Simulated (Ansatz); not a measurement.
Isolated molecules relaxed with PBE0-D4/def2-TZVP in Ansatz; ΔE leaves out vibrations. CBS: MP2 limit from def2 TZ/QZ plus the TZ coupled-cluster correction, frozen cores. Double bonds are as drawn, so ΔE can hold a change between cis and trans. DFT in def2-TZVPP. HSE06 is defined as in plane-wave codes. One conformer a species, not always the lowest.

`CC/C=C/CC` → `C/C=C(/C)CC`  (isomerisation)

**Question.** Is it downhill or uphill in electronic energy at CCSD(T)/CBS, and by how much? (An estimate is asked.)

**Answer.** Computed: Downhill: ΔE = -6.7 kJ/mol.

**Question.** What do these levels give: B97M-V, r2SCANh, HSE06, LC-ωPBE, CCSD(T)/def2-TZVPP, HF/CBS(def2)? (An estimate is asked.)

**Answer.** Computed: B97M-V -8.8, r2SCANh -6.9, HSE06 -5.0, LC-ωPBE -5.0, CCSD(T)/def2-TZVPP -6.7, HF/CBS(def2) 4.3 kJ/mol.

Largest T1 diagnostic among the species: 0.009.

Leaving LDA and LC-ωPBE aside and taking each functional with its dispersion term where it has one, the values, not all of them listed here, spread over 6.2 kJ/mol, from revPBE-D4 to B2PLYP. LDA lies −8.0 kJ/mol from PBE without D4. In def2-TZVPP, CCSD(T) changes the Hartree–Fock value by −10.8 kJ/mol (the triples alone add −1.7 kJ/mol) and MP2 by −13.1 kJ/mol. The D4 term adds −5.8 kJ/mol with B3LYP and −3.3 kJ/mol with PBE0; it sums over pairs of atoms, weighted by their polarisabilities, and B3LYP, whose exchange is more repulsive, gets the larger term.

B3LYP here is the variant with VWN-RPA as its local correlation; programs differ in this.
